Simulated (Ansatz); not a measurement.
# SNF₃: vertical ionisation energy

The task here is to estimate one member of a computed series from the others.

Computed with Ansatz 0.2.0, Gaussian basis. Level: unrestricted cation, the program's frozen cores in correlated methods.

Plan: UKS PBE-D4/def2-TZVPP; UKS r2SCAN-D4/def2-TZVPP; UKS PBE0-D4/def2-TZVPP; UKS B3LYP-D4/def2-TZVPP; UKS wB97X-V/def2-TZVPP; UKS wB97M-V/def2-TZVPP; UKS B2PLYP/def2-TZVPP; UHF-CCSD(T)/def2-TZVPP; UHF-MP2/def2-QZVPP; extrapolation to the limit; then −ε(HOMO) from the neutral's earlier runs with LDA (SPW92), PBE-D4, revPBE-D4, BLYP-D4, r2SCAN-D4, B97M-V, PBE0-D4, B3LYP-D4, r2SCANh-D4, r2SCAN0-D4, HSE06-D4, BHLYP-D4, CAM-B3LYP-D4, LC-ωPBE, ωB97X-V, ωB97M-V.

## The relaxed structure

All runs share one geometry, relaxed beforehand with PBE0-D4 in a triple-zeta def2 set.

5 atoms, charge 0, spin multiplicity 1.

Atoms are counted from 1 here; the program's logs count them from 0.

Bond lengths: N1–S2 1.409 Å, S2–F3 1.555 Å, S2–F4 1.555 Å, S2–F5 1.555 Å. Angles: N1–S2–F3 122.6°, N1–S2–F4 122.6°, N1–S2–F5 122.6°, F3–S2–F4 93.7°, F3–S2–F5 93.7°, F4–S2–F5 93.7°.

Coordinates:

```tsv
atom	x (Å)	y (Å)	z (Å)
N1	-0.3496	-0.0041	1.5914
S2	-0.0473	-0.0006	0.2155
F3	1.0233	-0.9393	-0.4090
F4	-1.1086	-0.3176	-0.8758
F5	0.4822	1.2616	-0.5222
```

Set-up of the first run:

in.yaml

```yaml
crystal:
  periodic: [false, false, false]
  atoms:
    - {symbol: N, position_ang: [-0.349632, -0.004147, 1.591439]}
    - {symbol: S, position_ang: [-0.047346, -0.000562, 0.215506]}
    - {symbol: F, position_ang: [1.023340, -0.939269, -0.409009]}
    - {symbol: F, position_ang: [-1.108555, -0.317599, -0.875766]}
    - {symbol: F, position_ang: [0.482194, 1.261566, -0.522170]}
basis:
  gaussian: {orbitals: def2-TZVPP}
total_charge: 1
magnetization: {spin_polarized: true, initial_magnetization: 1}
hamiltonian: {xc: pbe, dispersion: d4}
```

Started as:

```console
> ansatz run in.yaml --threads 4 --pin off --events-out ev --progress --plain --max-ram 10444MiB
```

Among the steps run: Cation, UKS PBE-D4/def2-TZVPP; Cation, UKS r2SCAN-D4/def2-TZVPP; Cation, UKS PBE0-D4/def2-TZVPP; Cation, UKS B3LYP-D4/def2-TZVPP; Cation, UKS wB97X-V/def2-TZVPP; Cation, UKS wB97M-V/def2-TZVPP; Cation, UKS B2PLYP (frozen core)/def2-TZVPP; Cation, UHF-CCSD(T)/def2-TZVPP; Cation, UHF-MP2/def2-QZVPP.

One table of the session follows, with a row left open; its other results are not shown here.

For comparison, −ε(HOMO) of the neutral from earlier runs:

```
  functional  −ε(HOMO) (eV)
 LDA (SPW92)           8.45
      PBE-D4           8.18
   revPBE-D4           8.09
     BLYP-D4           8.06
   r2SCAN-D4           8.53
      B97M-V           8.56
     PBE0-D4           9.69
    B3LYP-D4           9.44
  r2SCANh-D4           9.09
  r2SCAN0-D4           9.93
    HSE06-D4           9.28
    BHLYP-D4          11.07
CAM-B3LYP-D4          11.15
     LC-ωPBE          12.54
     ωB97X-V              ?
     ωB97M-V          11.99
```

Q: Estimate the row for ωB97X-V from the others.

As computed: −ε(HOMO) (eV): 12.12. In the column «−ε(HOMO) (eV)» it lies between ωB97M-V (11.99) and LC-ωPBE (12.54).
